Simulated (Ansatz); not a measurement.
## CH4FSi (SMILES C[SiH]F): the energy to break a bond

The species is CH4FSi (7 atoms), meant as a doublet with charge 0. SMILES: `C[SiH]F`. Geometry: optimised at wB97X-V/def2-SVP.

```xyz
7

C    -0.6533    0.3916   -0.3022
Si    0.9278   -0.5987   -0.1079
F     0.6407   -1.8362    0.9242
H    -1.4565   -0.2072   -0.7601
H    -0.4730    1.2742   -0.9383
H    -1.0011    0.7394    0.6864
H     2.0157    0.2369    0.4980
```

Wanted: the dissociation energy of the H5–C1 bond into doublet H and singlet CH3FSi (shapes relaxed at wB97X-V/def2-SVP, no zero-point term). 1 Eh = 2625.50 kJ/mol = 27.2114 eV. Totals in Eh; open shells run unrestricted unless said.

| level | program | CH4FSi | doublet H | singlet CH3FSi |
| --- | --- | --- | --- | --- |
| USVWN5/def2-TZVP | Ansatz | -427.749997 | -0.478344 | -427.150531 |
| UPBE0-D4/def2-TZVP | Ansatz | -429.668001 | -0.501036 | -429.047589 |
| RPA@PBE/def2-TZVP, 7 core orbitals frozen in the whole | Ansatz | -429.493243 | -0.513303 | -428.867303 |

Task: Work out the dissociation energy at each level.

Result: 
1. USVWN5/def2-TZVP: (-0.478344) + (-427.150531) − (-427.749997) = 0.121122 Eh = 318.0 kJ/mol = 3.30 eV.
2. UPBE0-D4/def2-TZVP: (-0.501036) + (-429.047589) − (-429.668001) = 0.119376 Eh = 313.4 kJ/mol = 3.25 eV.
3. RPA@PBE/def2-TZVP: (-0.513303) + (-428.867303) − (-429.493243) = 0.112637 Eh = 295.7 kJ/mol = 3.07 eV.

The levels span 296 to 318 kJ/mol; no measured value is set beside them. A fragment with an even electron count was run as a singlet and may have a lower triplet. A bond enthalpy at 298 K also holds the loss of zero-point energy and thermal terms.
